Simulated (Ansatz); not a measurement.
One geometry of B2H6, several levels of theory.

```yaml
crystal:
  periodic: [false, false, false]
  atoms:
    - {symbol: B, position_ang: [0.496898, -0.633407, 0.350706]}
    - {symbol: H, position_ang: [1.339499, -1.152615, -0.322534]}
    - {symbol: H, position_ang: [0.313190, -0.954749, 1.489032]}
    - {symbol: H, position_ang: [0.653675, 0.676684, 0.296367]}
    - {symbol: B, position_ang: [-0.496881, 0.633438, -0.350664]}
    - {symbol: H, position_ang: [-1.339519, 1.152598, 0.322563]}
    - {symbol: H, position_ang: [-0.313221, 0.954747, -1.489013]}
    - {symbol: H, position_ang: [-0.653642, -0.676696, -0.296458]}
basis:
  gaussian: {orbitals: def2-TZVPD, initial_orbitals: start.molden}
hamiltonian: {xc: r2scan, dispersion: d4}
scf: {omitted_lower_state_checks: [starts]}
output: {orbitals: {seedname: orbitals}}
```

The file start.molden holds the orbitals of an earlier run on this structure, at another level or in another basis.

```sh
$ ansatz run in.yaml --threads 4 --pin off --events-out ev --progress --plain --max-ram 3916MiB
```

Shortened log:

```
Functional definition: r2SCAN
636 factors; their error is unknown
mean field evaluation 1: about -1448.9798 eV, gradient 3.6e0 eV
mean field evaluation 2: about -1449.0008 eV, gradient 1.6e-2 eV
mean field evaluation 4: about -1448.9863 eV, gradient 8.2e-5 eV
mean field -1448.98629075 eV, -53.2492640271 hartree, gradient 8.3e-6 eV, S^2 0.000000; 0 other end points of the search recorded, 0 dependent functions left out
reference -1448.98630523 eV, -53.2492645589 hartree; 8, 8 occupied and 120, 120 virtual orbitals, 636 factors
Total energy: -1449.00400566 eV, -53.2499150379 hartree
Checks for a lower state left out: starts
```

Run time 1.4 s (4 threads of Arm Neoverse V1 on a shared host).

First input, but with `hamiltonian: {xc: pbe, dispersion: d4}` (abridged; 0.7 s):

```
Functional definition: PBE
mean field -1447.28561635 eV, -53.1867653954 hartree, gradient 1.4e-5 eV, S^2 0.000000
Total energy: -1447.36148047 eV, -53.1895533505 hartree
Checks for a lower state left out: starts
```

The first input with `gaussian: {orbitals: def2-TZVP, initial_orbitals: start.molden}`, `correlation: {method: mp2}` and without the key `hamiltonian` (abridged; 0.25 s):

```
Functional definition: HF
mean field -1437.70248756 eV, -52.8345919080 hartree, gradient 2.6e-6 eV, S^2 0.000000
2 core orbitals not correlated: weight in the atoms' cores, before any rotation towards them, 1.000 or more for the frozen orbitals, at most 0.000 for the correlated occupied ones
second order -6.74033886 eV of doubles, -0.00000000 eV of singles
Total energy: -1444.44282642 eV, -53.0822947924 hartree
Checks for a lower state left out: starts
```

As the first input, with `gaussian: {orbitals: def2-TZVP, initial_orbitals: start.molden}`, `hamiltonian: {xc: hf}` (abridged; 0.2 s):

```
Functional definition: HF
mean field -1437.70248061 eV, -52.8345916526 hartree, gradient 5.8e-5 eV, S^2 0.000000
Total energy: -1437.70248061 eV, -52.8345916526 hartree
Checks for a lower state left out: starts
```

First input, but with `gaussian: {orbitals: def2-SVP, initial_orbitals: start.molden}`, `hamiltonian: {xc: pbe0, dispersion: d4}` (abridged; 0.35 s):

```
Functional definition: PBE0
mean field -1446.31791435 eV, -53.1512030028 hartree, gradient 2.4e-5 eV, S^2 0.000000
Total energy: -1446.37996309 eV, -53.1534832521 hartree
Checks for a lower state left out: starts
```

Geometry: PBE-D4/def2-TZVP.

Correlated methods freeze 2 core orbitals.
